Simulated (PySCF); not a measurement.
C₃H₄ (cyclic), optimised at PBE/def2-SVP:

```xyz
7

C     -0.5867     0.6709     0.0661
C     -0.6382    -0.6321    -0.0420
C      0.7492    -0.0304    -0.0363
H     -1.0969     1.6349     0.1638
H     -1.2231    -1.5560    -0.1008
H      1.3917    -0.1305     0.8640
H      1.3318     0.0248    -0.9802
```

Energies from PySCF (xtb for GFN2), thermal terms from the rigid-rotor harmonic-oscillator model, ideal gas at 1 bar. 6-31G* has spherical d functions here. All species are closed-shell singlets. B3LYP is the form with VWN-RPA correlation.

### Question
List the harmonic frequencies (cm⁻¹, unscaled) at this level and at the other levels, each on its own geometry.

### Answer
- PBE/def2-SVP: 586, 783, 840, 887, 980, 995, 1034, 1061, 1157, 1448, 1702, 2962, 3032, 3183, 3229
- B3LYP/6-31G*: 603, 799, 861, 936, 1024, 1044, 1085, 1127, 1178, 1553, 1752, 3052, 3109, 3270, 3316
- GFN2-xTB: 668, 733, 858, 931, 947, 1005, 1050, 1065, 1210, 1496, 1775, 2999, 3018, 3226, 3252
- HF/6-31G*: 694, 885, 977, 1020, 1109, 1167, 1199, 1215, 1266, 1672, 1884, 3219, 3275, 3459, 3509
- PBE0/def2-TZVP: 611, 816, 876, 927, 1022, 1043, 1079, 1114, 1181, 1520, 1751, 3058, 3122, 3272, 3318
